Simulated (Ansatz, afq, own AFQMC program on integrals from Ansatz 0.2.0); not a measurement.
AFQMC on a folder of integrals that Ansatz 0.2.0 wrote.

```yaml
crystal:
  periodic: [false, false, false]
  atoms:
    - {symbol: Al, position_ang: [-0.105784, 0.000259, -0.234602]}
    - {symbol: H, position_ang: [0.792892, 0.003183, 3.508859]}
    - {symbol: H, position_ang: [-0.560255, -0.015738, 3.456939]}
    - {symbol: H, position_ang: [1.295743, 2.444308, -0.333605]}
    - {symbol: H, position_ang: [1.303361, -2.438689, -0.352146]}
basis:
  gaussian: {orbitals: 6-31G}
magnetization: {spin_polarized: false, initial_magnetization: 1}
correlation: {method: ccsd_t, electrons: outside_noble_gas, hamiltonian_folder: ham}
```

```sh
$ ansatz run in.yaml --threads 1 --pin off --events-out ev --progress --plain --max-ram 16896MiB --backend cuda --devices 0, --max-vram 18GiB
```

afq runs on the folder ham with

```
--method phaseless --trial cisd --walkers 4000 --populations 20 --least-time 60 --time-step 0.005 --steps-per-block 50 --equilibration-blocks 40 --max-blocks 4000 --target-error 0.00032 --factor-cut 1e-05 --start spin_pure --seed 4041 --release-times 0.24,0.51,0.99,1.62,2.4 --release-step 0.03 --release-every 3 --taylor-order 6
```

Times are imaginary, in 1/Eh. The walk had a cap of 122 s. With eight or more populations the least sampling time is a fifth of least-time, and the error comes from their spread.

Log:

```
orbitals 16  electrons 4 3  factors 80 of 266
reference energy -243.84023775 Eh
CCSD correlation -0.15286838 Eh in 19 cycles, weight of the determinant in the CISD state 0.7341
energy of the start -243.993117 Eh
 block  time / (1/Eh)  mean weight  energy / Eh
     1     0.250  1.0000  -243.990636
     2     0.500  1.0000  -243.989428
     3     0.750  0.9999  -243.988979
     4     1.000  1.0001  -243.988917
     5     1.250  0.9999  -243.988959
     7     1.750  0.9999  -243.989958
     9     2.250  0.9999  -243.990878
    11     2.750  1.0000  -243.991628
    15     3.750  1.0001  -243.993329
    19     4.750  0.9999  -243.994067
    23     5.750  1.0000  -243.993643
    27     6.750  1.0001  -243.994954
    31     7.750  1.0002  -243.993866
    35     8.750  1.0000  -243.994817
    39     9.750  1.0002  -243.993947
    43    10.750  0.9999  -243.994476
    47    11.750  1.0000  -243.993790
    51    12.750  1.0000  -243.993909
    55    13.750  1.0001  -243.994478
    59    14.750  0.9998  -243.995845
    63    15.750  1.0002  -243.993245
    67    16.750  1.0001  -243.993879
    71    17.750  0.9998  -243.994279
    75    18.750  1.0000  -243.994314
    79    19.750  0.9998  -243.994101
    83    20.750  0.9999  -243.993102
    87    21.750  1.0002  -243.994476
    89    22.250  1.0001  -243.994469
error from the spread of 20 populations
released: time / (1/Eh)  energy / Eh  error  mean overlap
  0.24  -243.994414  0.000150  1.0011
  0.51  -243.994537  0.000142  1.0004
  0.99  -243.995019  0.000188  0.9992
  1.62  -243.995703  0.000144  0.9994
  2.40  -243.996192  0.000108  0.9983
energy -243.994152 +/- 0.000170 Eh
(rows thinned)
```

The run passed its tests (sampling time, drift between the halves within three errors, error under three times the target), which doesn't prove that it has relaxed.

Against this walk (error 4.6 meV) on the same determinant: CCSD(T) 59.4 meV lower, CCSDT(Q) 109.5 meV lower, CCSDTQ 110.8 meV lower, full CI 110.7 meV lower. The error is statistical and leaves out the bias of the constraint. The released energies are still falling (meV from the phaseless value at times in 1/Eh: -7 ± 4 at 0.24, -10 ± 4 at 0.51, -24 ± 5 at 0.99, -42 ± 4 at 1.62, -56 ± 3 at 2.40), so they give no level; they do show a bias of the constraint, and the last of them that isn't too noisy lies 55 meV above full CI. Full CI is exact here, so the walk's 111 meV above it is the walk's own error: the bias of the constraint with this trial. The determinant is a poor start (see the cautions), so the low cluster orders aren't to be relied on, and full CI is the sure value.

Cautions: constraint bias not in the error; a spin-contaminated unrestricted determinant lies lower (UHF 1.65 eV lower, ⟨S²⟩ 1.74); the search met a lower determinant of the same kind, perhaps of another symmetry (868 meV lower), and this one is a saddle point; strong correlation (T1 0.072, weight of the determinant 0.73, largest double 0.21); the CCSD(T) amplitudes may be one of several solutions (largest double 0.21); the CCSDT(Q) amplitudes may be one of several solutions (largest double 0.22); the CCSDTQ amplitudes may be one of several solutions (largest double 0.22).

The walk took 35 s on 1 × NVIDIA H100 80GB HBM3 with 2 threads of AMD EPYC 7R13 Processor (Zen 3), with other jobs on the host (the card was shared). The log's last line is the phaseless energy.

CCSDT and higher add their correlation energy to the determinant of the CCSD(T) run, since their own runs factorise the integrals more tightly (a shift of under 2 meV).
